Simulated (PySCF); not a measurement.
C₃H₃FO.
Atom-mapped SMILES: `[CH2:1]=[CH:2][C:3](=[O:4])[F:5]` (hydrogens: H6, H7 on C1; H8 on C2)

Computed by this run: PBE0-D3(BJ)/def2-TZVP geometry optimisation, gas phase in PySCF; density fitting, grid level 2; the optimiser is geomeTRIC in internal coordinates, started from a GFN2-xTB structure with every atom displaced at random (about 0.01 Å).

Step 3: E = -7918.0943 eV
```
atom  x, y, z in Å  |  force x, y, z in eV/Å
C1      0.4783    1.1191    0.1874    0.127   0.044   0.287
C2      0.2398   -0.1639    0.4393   -0.334   0.305  -0.161
C3     -0.5450   -0.9244   -0.5440    0.176  -0.155   0.019
O4     -0.8674   -0.6052   -1.6359   -0.073  -0.043   0.011
F5     -0.8923   -2.1281   -0.0461   -0.042  -0.036  -0.040
H6      0.1437    1.5940   -0.7284   -0.005  -0.147  -0.036
H7      0.9933    1.7439    0.9061    0.077  -0.006   0.019
H8      0.5054   -0.6544    1.3692    0.074   0.036  -0.100
```

Step 4: E = -7918.0984 eV
```
atom  x, y, z in Å  |  force x, y, z in eV/Å
C1      0.4966    1.1306    0.2062   -0.263   0.297  -0.255
C2      0.1985   -0.1351    0.4335    0.157  -0.445   0.337
C3     -0.5515   -0.9286   -0.5507   -0.061   0.068  -0.013
O4     -0.8888   -0.6266   -1.6433    0.007  -0.014   0.012
F5     -0.8649   -2.1398   -0.0464    0.043   0.022  -0.032
H6      0.1510    1.5709   -0.7217    0.126   0.201  -0.026
H7      1.0198    1.7492    0.9259    0.039  -0.077  -0.064
H8      0.4951   -0.6394    1.3442   -0.048  -0.053   0.040
```

Step 5: E = -7918.1091 eV
```
atom  x, y, z in Å  |  force x, y, z in eV/Å
C1      0.4830    1.1318    0.1984   -0.042   0.104  -0.011
C2      0.1948   -0.1388    0.4402    0.048  -0.095  -0.013
C3     -0.5531   -0.9310   -0.5472   -0.045  -0.004   0.010
O4     -0.8933   -0.6290   -1.6386    0.007   0.023   0.003
F5     -0.8562   -2.1472   -0.0499    0.028  -0.021  -0.001
H6      0.1665    1.6014   -0.7265    0.015  -0.009  -0.001
H7      1.0211    1.7346    0.9191    0.030  -0.002  -0.008
H8      0.4929   -0.6407    1.3522   -0.040   0.004   0.022
```

**Question.** Estimate the geometry and energy of step 6. (The exact step hangs on the optimiser's Hessian estimate; all steps are aligned on step 5, rigid shifts and turns removed.)

**Answer.** E = -7918.1100 eV, largest force 0.092 eV/Å
```
atom  x, y, z in Å  |  force x, y, z in eV/Å
C1      0.4814    1.1333    0.1985   -0.017  -0.090  -0.001
C2      0.1922   -0.1396    0.4431    0.008   0.056   0.021
C3     -0.5577   -0.9308   -0.5438    0.076   0.020  -0.008
O4     -0.8983   -0.6188   -1.6322   -0.058  -0.023  -0.008
F5     -0.8423   -2.1567   -0.0592    0.003   0.023  -0.015
H6      0.1704    1.5969   -0.7308   -0.002   0.003  -0.005
H7      1.0279    1.7359    0.9128    0.006  -0.002   0.008
H8      0.4821   -0.6392    1.3592   -0.016   0.013   0.009
```

The energy changes by -0.0009 eV. The first-order estimate −F·Δx gives -0.0022 eV and the mean of the old and new forces, exact on a quadratic surface, -0.0009 eV. The step makes an angle of 66° with the force vector and moves no atom by more than 0.019 Å.

The cost below is that of the whole optimisation. Hardware: an Intel Xeon 6975P-C with one thread, shared host with 192 logical CPUs at a one-minute load of 46. Cost: 66 s of wall time, 0.78 GiB resident at most.
